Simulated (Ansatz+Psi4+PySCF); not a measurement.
The numbers below are computed, except where a source is named.
## PySCF 2.14.0 run

```python
from pyscf import gto, scf, mp

# the (T+d) and (D+d) sets load through basis_set_exchange
mol = gto.M(atom="""
S 0.000000 0.000000 0.000000
O 0.000000 1.348590 0.628860
O 0.000000 -1.261580 0.588280
""", basis={'O': 'cc-pvtz', 'S': 'cc-pv(t+d)z'}, charge=1, spin=1)
mf = scf.UHF(mol)
mf.kernel()
pt = mp.MP2(mf, frozen=7).run()
print(mf.e_tot, pt.e_corr, pt.e_tot)
```

The script is written out from the run's settings.

Results

```
Converged                       : yes
Reference energy                : -546.85729 hartree
Correlation energy              : -0.63924 hartree
Total energy                    : -547.49652 hartree
Spin squared of the determinant : 0.905
```

Messages of the program:
```
WARN: HOMO -0.31690898659793 >= LUMO -0.31690898659793
WARN: HOMO -0.31690898659793 >= LUMO -0.31690898659793
```

The reference isn't the lowest determinant (another lies 0.63 eV lower), but the same method gives a higher total on the lower determinant. Caution: the unrestricted determinant is spin contaminated; MP2 on this radical cation hangs on the determinant chosen.
